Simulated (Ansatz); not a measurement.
**AlBH2+ (doublet): wave-function methods side by side, cc-pVDZ**

One table from this session's results is given with a row withheld; the runs are named, their logs left out.

Program: Ansatz 0.2.0, Gaussian basis. Level of theory: cc-pVDZ, core rule «outside noble gas», up to 6 orbitals frozen. These are calculated values, not measurements.

To be run: UHF; CCSD(T) on ROHF; CCSD(T) on UHF; BCCD(T) on ROHF; CISD as a restricted active space (open shells left free, so some higher excitations enter); CCSDT(Q) on ROHF; CCSDT(Q) on UHF; CISDTQ; CCSDTQ on ROHF; CCSDTQ on UHF.

8 further runs of the same task are left out: 4 for a known fault of the program, 4 set aside as unsound or not needed. Runs told in other sessions of the task aren't counted.

**The system**

The geometry is a PBE0/def2-TZVP stationary point (not a proven minimum) of the parent state, kept for this charge and spin.

4 atoms, charge 1, spin multiplicity 2.

Atoms are counted from 1 here; the program's logs count them from 0.

Bond lengths: B1–Al2 2.320 Å, Al2–H3 1.598 Å, Al2–H4 1.598 Å. Angles: B1–Al2–H3 121.2°, B1–Al2–H4 121.2°, H3–Al2–H4 117.7°.

Set-up of the first run:

Contents of in.yaml:

```yaml
crystal:
  periodic: [false, false, false]
  atoms:
    - {symbol: B, position_ang: [0.000000, 0.000000, 1.731547]}
    - {symbol: Al, position_ang: [0.000000, 0.000000, -0.588094]}
    - {symbol: H, position_ang: [0.000000, -1.367107, -1.414802]}
    - {symbol: H, position_ang: [0.000000, 1.367107, -1.414802]}
basis:
  gaussian: {orbitals: cc-pVDZ}
total_charge: 1
magnetization: {spin_polarized: true, initial_magnetization: 1}
hamiltonian: {xc: hf}
output: {orbitals: {seedname: orbitals}}
```

Launch:

```console
ansatz run in.yaml --threads 1 --pin off --events-out ev --progress --plain --max-ram 4096MiB --backend cpu
```

Steps of the session up to this table: UHF; CCSD(T) on ROHF; CCSD(T) on UHF; BCCD(T) on ROHF; CISD as a restricted active space (open shells left free, so some higher excitations enter); CCSDT(Q) on ROHF; CCSDT(Q) on UHF; CISDTQ; CCSDTQ on ROHF; CCSDTQ on UHF.

One table of the session follows, with a row left open; its other results are not shown here.

| method | from UCCSDTQ (kcal/mol) |
| --- | --- |
| ROHF | +82.98 |
| UHF | ? |
| RMP2 | +25.87 |
| UMP2 | +25.50 |
| CISD | +7.10 |
| RCCSD | +2.27 |
| UCCSD | +2.15 |
| RCCSD(T) | +0.70 |
| UCCSD(T) | +0.68 |
| BCCD(T) | +0.67 |
| RCCSDT | +0.08 |
| UCCSDT | +0.07 |
| CISDTQ | +0.24 |
| RCCSDT(Q) | +0.02 |
| UCCSDT(Q) | +0.01 |
| RCCSDTQ | +0.01 |
| UCCSDTQ | 0 |

**Question.** Estimate the row for UHF.

**Answer.** from UCCSDTQ (kcal/mol): +81.12. In the column «from UCCSDTQ (kcal/mol)» it lies between RMP2 (+25.87) and ROHF (+82.98).

To keep in mind: Restricted and unrestricted rows rest on different reference determinants; a gap between their highest levels can come from leftover correlation error, from unlike frozen cores or from another state.
